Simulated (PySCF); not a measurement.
H4Si, SMILES `[SiH4]`, neutral singlet in the gas phase. 

Z-matrix (Å, degrees):
```
Si
H 1 1.4846
H 1 1.4846 2 109.47
H 1 1.4846 2 109.47 3 120.00
H 1 1.4846 2 109.47 3 -120.00
```
Charge 0, spin multiplicity 1.

All levels are single points at this geometry (PBE0-D4/def2-TZVP); Pople sets use spherical d functions. Orbital energies aren't observables, and empty levels follow the basis.

```json
[
 {"level": "PBE-D3(BJ)/def2-TZVP in PySCF", "HOMO (eV)": "-8.51", "LUMO (eV)": "0.24", "gap (eV)": "8.74", "dipole (D)": "0.00", "vertical IE, Delta-SCF (eV)": "–"},
 {"level": "PBE0-D4/def2-TZVP in PySCF", "HOMO (eV)": "-9.86", "LUMO (eV)": "1.07", "gap (eV)": "10.93", "dipole (D)": "0.00", "vertical IE, Delta-SCF (eV)": "–"},
 {"level": "B3LYP/3-21G in PySCF", "HOMO (eV)": "-9.72", "LUMO (eV)": "1.74", "gap (eV)": "11.45", "dipole (D)": "0.00", "vertical IE, Delta-SCF (eV)": "–"},
 {"level": "M06-2X/6-31G* in PySCF", "HOMO (eV)": "-11.05", "LUMO (eV)": "2.37", "gap (eV)": "13.42", "dipole (D)": "0.00", "vertical IE, Delta-SCF (eV)": "–"},
 {"level": "PBE/6-31G* in PySCF", "HOMO (eV)": "-8.47", "LUMO (eV)": "0.75", "gap (eV)": "9.23", "dipole (D)": "0.00", "vertical IE, Delta-SCF (eV)": "12.17"},
 {"level": "HF/6-31G* in PySCF", "HOMO (eV)": "-13.20", "LUMO (eV)": "4.55", "gap (eV)": "17.75", "dipole (D)": "0.00", "vertical IE, Delta-SCF (eV)": "12.06"}
]
```
